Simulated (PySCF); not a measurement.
Species: furan, C₄H₄O.
Geometry (GFN2-xTB, Å), atoms numbered from 1 in this order:
```xyz
9
C4H4O angstrom
C     -0.849    0.550   -0.110
C      0.527    0.872   -0.009
C      1.178   -0.315    0.119
O      0.307   -1.337    0.104
C     -0.918   -0.806   -0.035
H     -1.667    1.232   -0.221
H      0.965    1.849   -0.030
H      2.217   -0.555    0.225
H     -1.748   -1.485   -0.066
```

Lines to be assigned: C 1s: 290.50 (area 2), 291.63 (area 2) eV; O 1s: 540.19 eV.

Level of theory: delta-SCF UKS SCAN, pcX-2 on the ionised atom, pcseg-1 elsewhere, spin-free X2C in PySCF 2.14.0. Isolated species at its GFN2-xTB geometry, gas phase.

Question: Assign the C 1s lines to atoms.

Answer: 290.50 eV: C1/C2 (aromatic CH carbon); 291.63 eV: C3/C5 (aromatic CH next to a ring oxygen). The listed C 1s values span 1.13 eV, from C1/C2 (bonded to 2 C (aromatic in the SMILES) and H) to C3/C5 (bonded to O (aromatic in the SMILES), C (aromatic in the SMILES) and H). Summing the Pauling electronegativity differences to the bonded atoms, each weighted by its formal bond order, gives -0.35 for the lowest site and +0.99 for the highest.

Bonded neighbours of each site: C1/C2: 2 C (aromatic in the SMILES) and H; C3/C5: O (aromatic in the SMILES), C (aromatic in the SMILES) and H; O4: 2 C (aromatic in the SMILES).

Question: Give the binding energy of C 1s of C3/C5 in hartree and in kJ/mol.

Answer: 291.63 eV = 10.7172 Eh = 28138 kJ/mol.

The first atom of each set that the bonding makes equivalent was ionised and stands for the set.
